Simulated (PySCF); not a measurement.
# The bond of CN−, level by level

Aim: find the lowest electronic state of CN−, scan its bond at several levels of theory, and get bond length, wavenumber and dissociation energy from each curve.

Method: C aug-cc-pVDZ, N aug-cc-pVDZ, no relativity; program: PySCF 2.14.0.

1 further run of the same task is left out (set aside as unsound or not needed).

### 1 Input

The job is set up so:

```
atoms                         : C, N
charge                        : -1
basis                         : C aug-cc-pVDZ, N aug-cc-pVDZ
Hamiltonian                   : no relativity
basis functions               : 46
electrons treated             : 14
masses in u                   : 12.0000, 14.0031
levels                        : PBE0, PBE, r²SCAN, TPSS, M06, LDA, LC-ωPBE, HF, MP2, SCS-MP2, CCSD, CCSD(T)
grid                          : 80 radial by 434 angular points
occupations                   : held fixed by the projection of orbital angular momentum
dissociation limit            : C− + N, each in its ground configuration
starting distance in angstrom : 1.465
values of 2S to try           : 0, 2, 4
```

Command:

```console
$ OMP_NUM_THREADS=1 python dia.py task.json out
```

After this run come: The PBE0 curve of the state that the search chose; PBE; r²SCAN (meta-GGA); TPSS (meta-GGA); M06 (hybrid meta-GGA); LDA (local density); LC-ωPBE (range-separated hybrid); RHF; MP2 and coupled cluster.

Before running it: what results should come out? Wanted: for each run, Re; ωe; De; μ.

As calculated:

Lowest PBE0 solution found, without spin–orbit coupling: ¹Σ⁺ (singlet), closed shell.

| level | Re (Å) | ωe (cm⁻¹) | De (eV) | μ (D) |
| --- | --- | --- | --- | --- |
| RHF | 1.163 | 2310 | 6.16 | 0.43 |
| RHF-MP2 | 1.208 | 1945 | 10.00 | n/a |
| RHF-SCS-MP2 | 1.204 | 1977 | 10.07 | n/a |
| RHF-CCSD | 1.194 | 2079 | 9.13 | n/a |
| RHF-CCSD(T) | 1.202 | 2016 | 9.43 | n/a |
| LDA | 1.187 | 2082 | 11.46 | 0.70 |
| PBE | 1.195 | 2039 | 10.53 | 0.69 |
| TPSS | 1.193 | 2046 | 9.99 | 0.67 |
| r²SCAN | 1.186 | 2100 | 9.81 | 0.67 |
| PBE0 | 1.182 | 2137 | 10.01 | 0.62 |
| M06 | 1.183 | 2114 | 9.91 | 0.56 |
| LC-ωPBE | 1.176 | 2195 | 10.04 | 0.59 |

De is counted to C− + N in their ground configurations. A positive dipole points from C to N; in an ion it is taken about the centre of mass and does not tell which atom is negative.

Differences from CCSD(T) in the same basis:

| level | Re (mÅ) | ωe (%) |
| --- | --- | --- |
| RHF | -39 | +14.6 |
| RHF-MP2 | +6 | -3.5 |
| RHF-SCS-MP2 | +2 | -2.0 |
| RHF-CCSD | -7 | +3.1 |
| LDA | -14 | +3.3 |
| PBE | -7 | +1.1 |
| TPSS | -9 | +1.5 |
| r²SCAN | -15 | +4.2 |
| PBE0 | -19 | +6.0 |
| M06 | -19 | +4.9 |
| LC-ωPBE | -25 | +8.9 |

What this shows: Judged by CCSD(T) in the same basis: best bond length RHF-SCS-MP2 (+2 mÅ), worst RHF (-39 mÅ); best wavenumber PBE (+1.1 %), worst RHF (+14.6 %). Hartree–Fock makes the bond too short and too stiff against this reference, as it mostly does. CCSD(T) in a basis this small is itself some way from its limit, more so than the functionals. Of the levels with a De here, RHF gives the least (6.16 eV) and LDA the most (11.46 eV).

Correlated steps freeze 2 core orbitals. With some functionals the highest level of the anion is positive, from self-interaction error or because the anion is truly unbound there; the finite basis then holds the extra electron, and no neutral molecule was run to test the binding.
